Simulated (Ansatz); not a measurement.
# Litharge SnO: bulk modulus by level of theory

Task: Put these levels in order of the bulk modulus that they give for litharge SnO, smallest first: LDA (Ansatz, a first-principles code), PBEsol (Ansatz), PBEsol-D3(BJ) (Ansatz).

Result: PBEsol (32.5 GPa), LDA (38.7 GPa), PBEsol-D3(BJ) (45.1 GPa)

Unless a cell is named, each level is at its own relaxed cell (LDA 16.53, PBEsol 17.19, PBEsol-D3(BJ) 16.23 Å³/atom).

PBEsol: the cell comes from a level without a dispersion term, which matters for the spacing of layers, chains or molecules. LDA: LDA has no dispersion term either, though it tends to give short spacings of layers, chains or molecules. Each level is taken at its own relaxed cell. Ansatz's density-functional and Hartree–Fock values are scalar-relativistic unless marked +SOC, with PAW data made under PBE.
